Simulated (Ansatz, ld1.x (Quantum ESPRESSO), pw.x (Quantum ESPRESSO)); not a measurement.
# Equation-of-state test of one TM potential (scandium)

scandium (Sc), norm-conserving Troullier–Martins (Kleinman–Bylander form), made with ld1.x (Quantum ESPRESSO) 7.5 (PBEsol, scalar-relativistic). Core [Ar], reference 3d1 4s2 4p0. Waves: 4s (bound): rc 3.05 bohr; 4p (bound, empty): rc 3.00 bohr; 3d (bound): rc 2.20 bohr; 4f channel at 0.1 Ry: rc 3.20 bohr. Local part: the f channel. Core correction: Bessel-smoothed model core inside 2.10 bohr.

Atomic tests: cutoffs needed: 40 Ry and 50 Ry (the cutoffs (Ry, on a coarse ladder) from which the occupation-weighted sum of valence levels, in a spherical-Bessel basis at the reference potential, stays within 10 and 1 mRy of its value at 400 Ry); ghost test: no extra level below or beside the all-electron valence levels (s, p, d, f tested) (spherical-Bessel basis up to 400 Ry, 20 bohr box); largest excitation error: -203 meV (all-electron minus pseudo) for 3d2 4s0 4p0, out of 7 test configurations.

Crystal test: bcc Sc in pw.x 7.5, no spin, 13³ k-points, Fermi–Dirac smearing 0.01 Ry, cutoffs 60/240 Ry. The reference is all-electron LAPW (Ansatz 0.2.0) with the same functional, mesh and smearing; V0 and B0 come from Birch–Murnaghan fits to the pressures at five volumes. Errors are pseudo minus all-electron; Δ is the rms difference of the E(V) curves that follow from these fits, minima aligned, over ±6 % about the mean V0. Mesh and smearing are coarse, so the numbers serve the comparison and aren't converged zero-temperature values; the lattice is a test structure that the element need not adopt.

All-electron: a0 = 3.635 Å (V0 = 24.01 Å³/atom), B0 = 54.6 GPa.

Q: How far does the potential miss the all-electron equation of state?

A: mean pressure error (GPa): -1.48; a0 (Å): 3.602; a0 error (%): -0.90; B0 error (%): +3.7; Δ (meV/atom): 7.8. The largest radius (3.20 bohr) exceeds half the bond length (2.97 bohr), so the spheres overlap, which is one possible source of error among others. This is a poor potential for the solid. The logarithmic derivative shows an extra or strongly shifted pseudo pole above the reference energy (s near 0.37 Ry).

| V (Å³/atom) | P all-electron (GPa) | P pseudo (GPa) |
| --- | --- | --- |
| 22.786 | 3.09 | 1.47 |
| 23.385 | 1.49 | -0.06 |
| 23.985 | 0.05 | -1.43 |
| 24.585 | -1.25 | -2.66 |
| 25.184 | -2.42 | -3.76 |

Q: At the middle volume, how do free energy and pressure move when the wave cutoff is lowered (ecutrho kept at four times it)?

A:

```tsv
cutoff (Ry)	shift of F (meV/atom)	shift of P (GPa)
27	+1122.6	-19.37
36	+180.4	-6.63
48	+5.1	-0.40
```

The run at the middle volume (84 k-points, 9 iterations) took about 11 s on one core of a shared host (Neoverse-V1, 32 threads, 247 GiB, load 12).
